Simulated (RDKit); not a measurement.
Input file for RDKit: UFF on CH4O (SMILES CO).

```python
from rdkit import Chem
from rdkit.Chem import AllChem, rdDetermineBonds

blocks = [
'''6

O     1.55720238   -0.41766295   -0.50550691
H     1.83922838   -0.04771495   -1.34537091
C     1.94311638    0.49392105    0.51392909
H     1.61993338    0.06428805    1.45699609
H     3.02417138    0.63300405    0.55296909
H     1.46464238    1.46751905    0.39875309
''',
]
mol = None
for b in blocks:
    f = Chem.MolFromXYZBlock(b)
    rdDetermineBonds.DetermineBonds(f, charge=0)
    mol = f if mol is None else Chem.CombineMols(mol, f)
Chem.SanitizeMol(mol)
print(Chem.MolToSmiles(Chem.RemoveHs(mol)))
ff = AllChem.UFFGetMoleculeForceField(mol, vdwThresh=100.0, ignoreInterfragInteractions=False)
e = ff.CalcEnergy()
print(f'UFF energy {e:.6f} kcal/mol')
```

Program output:

```
CO
UFF energy 2.565403 kcal/mol
```

The run finished.

Cost: roughly 0.03 core-seconds.
